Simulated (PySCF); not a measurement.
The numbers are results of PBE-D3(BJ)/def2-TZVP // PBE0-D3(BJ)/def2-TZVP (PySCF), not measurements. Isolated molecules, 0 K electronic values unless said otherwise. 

Reference species (SMILES): `CC(C)=C` (neutral, multiplicity 1).

```
Quantity         Value
-------------  -------
HOMO–LUMO gap  5.46 eV
```

Changed species: `C/C=C/C`.

Q: Predict the effect on the HOMO–LUMO gap.

A: the HOMO–LUMO gap rises by 0.02 eV, to 5.48 eV.
